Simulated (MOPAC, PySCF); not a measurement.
Breaking a bond: ClF, singlet.

- PM3, restricted, heats of formation (MOPAC)
- UHF/6-31G* = unrestricted Hartree-Fock/6-31G*, spherical d run with PySCF 2.14.0
- UKS-LDA (SVWN5)/6-31G* = unrestricted LDA (SVWN5)/6-31G*, spherical d run with PySCF 2.14.0
- UCCSD(T) = PySCF with CCSD(T) on UHF/cc-pVTZ, 6 core orbitals frozen

Energies relative to the lowest point of each curve near equilibrium, in kJ/mol; the last columns give the difference from UCCSD(T):

| R / Å | PM3 | UHF/6-31G* | UKS-LDA (SVWN5)/6-31G* | UCCSD(T) | PM3 − UCCSD(T) | UHF/6-31G* − UCCSD(T) | UKS-LDA (SVWN5)/6-31G* − UCCSD(T) |
|---|---|---|---|---|---|---|---|
| 1.21 | 595.6 | 655.4 | 668.4 | 629.5 | -33.8 | 26.0 | 38.9 |
| 1.28 | 319.3 | 383.4 | 398.9 | 374.3 | -55.0 | 9.1 | 24.6 |
| 1.39 | 92.7 | 137.2 | 152.9 | 142.2 | -49.5 | -5.0 | 10.7 |
| 1.46 | 30.6 | 56.5 | 69.8 | 64.3 | -33.7 | -7.8 | 5.5 |
| 1.53 | 4.6 | 14.6 | 23.6 | 21.4 | -16.8 | -6.8 | 2.2 |
| 1.58 | 0.0 | 2.1 | 7.0 | 6.1 | -6.1 | -4.0 | 0.8 |
| 1.62 | 1.9 | 0.0 | 1.0 | 0.8 | 1.1 | -0.8 | 0.2 |
| 1.65 | 5.8 | 2.2 | 0.0 | 0.0 | 5.8 | 2.2 | 0.0 |
| 1.70 | 16.2 | 11.7 | 3.7 | 3.6 | 12.6 | 8.1 | 0.1 |
| 1.78 | 40.4 | 33.6 | 19.8 | 20.4 | 20.0 | 13.1 | -0.6 |
| 1.86 | 72.0 | 42.4 | 44.3 | 46.2 | 25.8 | -3.8 | -1.8 |
| 2.00 | 139.6 | 41.5 | 97.3 | 99.4 | 40.2 | -57.9 | -2.1 |
| 2.21 | 250.2 | — | 177.9 | 173.9 | 76.3 | — | 4.0 |
| 2.43 | 351.7 | — | 241.3 | 212.9 | 138.8 | — | 28.4 |
| 2.69 | 443.3 | — | 295.0 | 226.1 | 217.2 | — | 68.8 |
| 2.90 | 499.0 | — | 325.9 | 228.5 | 270.5 | — | 97.4 |
| 3.26 | 562.1 | — | 356.8 | 228.6 | 333.6 | — | 128.2 |
| 3.60 | 596.0 | — | 367.1 | 228.7 | 367.3 | — | 138.3 |
| 3.95 | 618.5 | — | — | 229.2 | 389.3 | — | — |
| 4.37 | 638.0 | — | — | 229.6 | 408.4 | — | — |
| 4.81 | — | — | — | 229.9 | — | — | — |
| 5.73 | — | — | — | 230.0 | — | — | — |
| 6.51 | — | — | — | 230.1 | — | — | — |

PM3 is furthest from UCCSD(T) at 4.37 (408.4 kJ/mol, above); its mean absolute difference over the points is 125.1 kJ/mol.

UHF/6-31G* is furthest from UCCSD(T) at 2.00 (-57.9 kJ/mol, below); its mean absolute difference over the points is 12.1 kJ/mol.

UKS-LDA (SVWN5)/6-31G* is furthest from UCCSD(T) at 3.60 (138.3 kJ/mol, above); its mean absolute difference over the points is 30.7 kJ/mol.

A dash means that the run gave no value there, or that the column was ended at a point which the program doubted or which failed a test of continuity chosen for this set; such a test can also cut sound points.

The restricted form behind PM3 keeps the bonding electrons paired and can't separate into open-shell fragments. The unrestricted determinant behind UHF/6-31G*, UCCSD(T) is spin-contaminated at 1.78 to 6.51 Å (<S²> up to 1.0, against 0.00 for a pure singlet). The unrestricted solution behind UKS-LDA (SVWN5)/6-31G* changes between 3.95 and 4.37 Å and between 4.81 and 5.73 Å, which can leave a kink. The unrestricted determinant behind UKS-LDA (SVWN5)/6-31G* is spin-contaminated at 2.21 to 3.95, 4.81, 6.51 Å (<S²> up to 1.0, against 0.00 for a pure singlet).
